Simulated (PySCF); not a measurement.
# NaO: energy against distance

Set-up: PySCF, no relativity, basis sets Na aug-cc-pVDZ, O aug-cc-pVDZ. Energies in eV from Na + O in their ground configurations at the same level. All curves are PBE0. state 1: ²Π (doublet), unpaired electrons π ↑; state 2: ²Σ⁺ (doublet), unpaired electrons σ ↑, a second solution, started from another occupation; state 3: quartet, unpaired electrons σ ↑, π ↑↑, a second solution, started from another occupation.

```csv
R (Å),state 1,state 2,state 3
1.776,-2.025,-2.026,1.5013
1.859,-2.329,-2.188,1.0337
1.941,-2.494,-2.248,0.7080
2.003,-2.550,-2.244,0.5313
2.065,-2.565,-2.211,0.3972
2.127,-2.549,-2.157,0.2960
2.210,-2.491,-2.060,0.1984
2.313,-2.382,-1.916,0.1182
2.437,-2.221,-1.725,0.0603
2.602,-1.984,-1.463,0.0194
```

Task: Put a parabola through the three lowest points of the state 1 curve and estimate Re, k and ωe (reduced mass 9.432 u; 1 eV/Å² = 0.16022 mdyn/Å; ωe = 1302.8·√(k/μ) cm⁻¹).

Result: Through R = 2.003, 2.065, 2.127 Å the second-order coefficient is 4.03 eV/Å², so Re ≈ 2.064 Å, k ≈ 1.29 mdyn/Å and ωe ≈ 482 cm⁻¹. A polynomial fit of higher order to the unrounded PBE0 energies gives Re = 2.060 Å, k = 1.34 mdyn/Å, ωe = 490 cm⁻¹; anharmonicity and rounding make the difference.

The higher-order fit for each curve: state 1: Re = 2.060 Å, ωe = 490 cm⁻¹, De = 2.57 eV; state 2: Re = 1.965 Å, ωe = 514 cm⁻¹, minimum 2.25 eV below the ground-state fragments. State 3 gave no clean fit.

The state is the lowest determinant that a PBE0 search found; another state may lie lower at other levels.
